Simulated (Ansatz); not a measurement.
System: C$_{4}$H$_{5}$, net charge -1, singlet state. It need not be the lowest isomer of its formula. Whether it binds its extra electron was not tested at this geometry. SMILES: C=C1[CH-]C1
Structure (B3LYP-D3(BJ)/def2-TZVP (Ansatz, a first-principles code) minimum search):
```xyz
9

C     -0.0620    -0.1290     0.2436
C     -0.0084    -0.7861    -0.9630
C     -0.0104     0.7351    -0.9720
C     -0.0339    -0.0222     1.5971
H      0.7777    -1.4357    -1.3363
H      0.9044     1.3404    -1.0780
H     -0.8927     1.2693    -1.3448
H      0.0792    -0.8946     2.2365
H     -0.1807     0.9340     2.0886
```
Charge -1, spin multiplicity 1.

Parts of the frozen-core correlation energy in cc-pVDZ (Ansatz, hartree). Frozen orbitals: 4; correlated occupied orbitals by spin: 11 and 11; virtual: 66 and 66. No spin-orbit coupling. Non-relativistic.

```csv
term,value
reference (HF),-154.23614
MP2 opposite-spin,-0.41372
MP2 same-spin,…
CCSD correlation,…
(T),…
T1 diagnostic,0.015
largest doubles amplitude,0.035
```

### Question
Some entries are withheld; supply them.

### Answer

- MP2 same-spin, value: -0.13893
- CCSD correlation, value: -0.58821
- (T), value: -0.02311
